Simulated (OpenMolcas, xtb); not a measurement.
HOF (hypofluorous acid): the dipole moment, rung by rung

The species is HOF (3 atoms), meant as a singlet with charge 0. As SMILES, `OF`. The shape is that of a PBE0-D4/def2-TZVP optimisation.

| atom | x (Å) | y (Å) | z (Å) |
| --- | --- | --- | --- |
| O | 0.4306 | -0.2103 | 0.2163 |
| F | -0.2219 | 1.0146 | -0.0110 |
| H | -0.2087 | -0.8043 | -0.2054 |

Quantity: the dipole moment, in D. The values are calculated.

**What was measured.** NIST CCCBDB; in doubt, as an older value, an estimate or one at odds with other calculations gives the dipole moment of the gas as 2.23 D.

```csv
level,kind,program,value (D),computed − measured,CPU time
GFN0-xTB,semi-empirical,xtb,2.05,-0.18,under 2 s
HF/aug-cc-pVTZ,Hartree–Fock,OpenMolcas,2.12,-0.11,18 s
SVWN5/aug-cc-pVTZ,LDA,OpenMolcas,1.87,-0.36,24 s
BLYP/aug-cc-pVTZ,GGA,OpenMolcas,1.83,-0.40,33 s
M06-L/aug-cc-pVTZ,meta-GGA,OpenMolcas,1.84,-0.39,43 s
M06-2X/aug-cc-pVTZ,hybrid meta-GGA,OpenMolcas,1.95,-0.28,40 s
```

Nearest: HF/aug-cc-pVTZ (-0.11 D); farthest: BLYP/aug-cc-pVTZ (-0.40 D). The measured dipole is a vibrational average, so differences of a few hundredths of a debye mean little. Computed less measured by kind, in D (of the ab initio rows, those in aug-cc-pVTZ): semi-empirical -0.18; Hartree–Fock -0.11; LDA -0.36; GGA -0.40; meta-GGA -0.39; global hybrid -0.28. Magnitudes only. CPU times are rough (shared hosts, several kinds of processor and program).
